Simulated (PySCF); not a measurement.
**C3H4O (methylketene): PBE/cc-pVDZ**

What is the vertical singlet–triplet gap of C3H4O (methylketene) at PBE/cc-pVDZ? 

The calculation is run with PySCF 2.14.0.

2 further runs of the same task are left out: 2 set aside as unsound or not needed.

## Step 1: Starting point

C3H4O has 8 atoms, charge 0, and is taken as a singlet. SMILES: `CC=C=O`. Geometry: relaxed at PBE0-D4/def2-TZVP.

Bond lengths: C1–C2 1.502 Å, C2–C3 1.308 Å, C3–O4 1.160 Å, C1–H5 1.093 Å, C1–H6 1.093 Å, C1–H7 1.090 Å, C2–H8 1.084 Å. Angles: C1–C2–C3 123.5°, C2–C3–O4 179.9°, C1–C2–H8 121.0°, C3–C2–H8 115.6°, C2–C1–H5 111.1°, C2–C1–H6 111.1°, C2–C1–H7 111.3°, H5–C1–H6 107.9°, H5–C1–H7 107.7°, H6–C1–H7 107.7°.

## Step 2: The energy at PBE/cc-pVDZ

File mol.xyz:

```xyz
8
C3H4O
C     -0.527260     0.797080    -0.183660
C     -0.086970    -0.563690     0.274760
C      1.122630    -1.027770     0.097370
O      2.196540    -1.437400    -0.061070
H     -1.351730     0.723880    -0.897750
H     -0.866500     1.405090     0.659100
H      0.287360     1.332930    -0.671970
H     -0.774070    -1.230150     0.783200
```

File run.py:

```python
from pyscf import gto, dft

mol = gto.M(
    atom='mol.xyz',
    charge=0,
    verbose=3,
    max_memory=1860,
    spin=0,
    basis='cc-pvdz',
)

mf = dft.RKS(mol, xc='pbe')
mf.conv_tol = 1e-10
mf.grids.level = 5
mf.kernel()
if not mf.converged:
    mf = mf.newton().run(mf.mo_coeff, mf.mo_occ)

e_tot = mf.e_tot
print('E(%s) = %.9f' % ('PBE', e_tot))
```

The run is started by

```sh
OMP_NUM_THREADS=1 python run.py
```

Output:

```text
converged SCF energy = -191.691554541931
E(PBE) = -191.691554542
```

Wall time 15 s (1 thread of Arm Neoverse V1, shared host); peak memory 0.41 GiB.

## Step 3: The triplet

File start.xyz:

```xyz
8

C     -0.527260     0.797080    -0.183660
C     -0.086970    -0.563690     0.274760
C      1.122630    -1.027770     0.097370
O      2.196540    -1.437400    -0.061070
H     -1.351730     0.723880    -0.897750
H     -0.866500     1.405090     0.659100
H      0.287360     1.332930    -0.671970
H     -0.774070    -1.230150     0.783200
```

File run.py:

```python
from pyscf import gto, dft

molecule = gto.Mole()
molecule.atom = 'start.xyz'
molecule.spin = 2
molecule.charge = 0
molecule.verbose = 4
molecule.basis = 'cc-pvdz'
molecule.max_memory = 1860
molecule.build()

calc0 = dft.UKS(molecule, xc='pbe')
calc0.conv_tol = 1e-10
calc0.grids.level = 5
calc0.kernel()
if not calc0.converged:
    calc0 = calc0.newton().run(calc0.mo_coeff, calc0.mo_occ)

etot = calc0.e_tot
print('E(%s) = %.9f' % ('PBE', etot))
```

The run is started by

```sh
OMP_NUM_THREADS=1 python run.py
```

Output:

```text
PySCF version 2.14.0

[... 60 lines left out ...]
[... the frontier-level lines of each cycle are left out ...]
[... 5 lines left out ...]
[... 5 lines left out ...]
[... 5 lines left out ...]
[... 5 lines left out ...]
[... 5 lines left out ...]
[... 5 lines left out ...]
[... 5 lines left out ...]
[... 5 lines left out ...]

cycle= 9 E= -191.570481842394  delta_E= -3.08e-07  |g|= 0.000304  |ddm|= 0.00147


cycle= 10 E= -191.570481883054  delta_E= -4.07e-08  |g|= 0.000136  |ddm|= 0.000373


cycle= 11 E= -191.5704818929  delta_E= -9.85e-09  |g|= 4.54e-05  |ddm|= 0.000199


cycle= 12 E= -191.570481893905  delta_E= -1.01e-09  |g|= 2.84e-06  |ddm|= 9.09e-05


cycle= 13 E= -191.57048189391  delta_E= -5.06e-12  |g|= 8.44e-07  |ddm|= 5.76e-06


Extra cycle  E= -191.57048189391  delta_E= -2.27e-13  |g|= 1.23e-06  |ddm|= 4.73e-06
converged SCF energy = -191.57048189391  <S^2> = 2.003452  2S+1 = 3.0023004
E(PBE) = -191.570481894
```

Run time: 29 s. Hardware: 1 thread of Arm Neoverse V1, shared host; peak memory 0.42 GiB.

## Step 4: Summary of results

At PBE/cc-pVDZ:

| quantity | value |
| --- | --- |
| singlet: total energy | -191.69155 Eh |
| singlet: dipole moment | 1.47 D |
| singlet: HOMO energy | -5.09 eV |
| singlet: LUMO energy | -1.67 eV |
| singlet: HOMO–LUMO gap | 3.42 eV |
| triplet: total energy | -191.57048 Eh |
| triplet: dipole moment | 2.37 D |
| triplet: HOMO energy (highest over α and β) | -1.64 eV |
| triplet: ⟨S²⟩ | 2.003 |
| vertical energy of the triplet above the singlet | 3.295 eV |

**Reading.** At this shape the triplet lies 3.29 eV (76 kcal/mol) above the singlet. Mulliken charges (triplet) run from -0.07 on C2 to +0.05 on H5; they depend strongly on the basis.
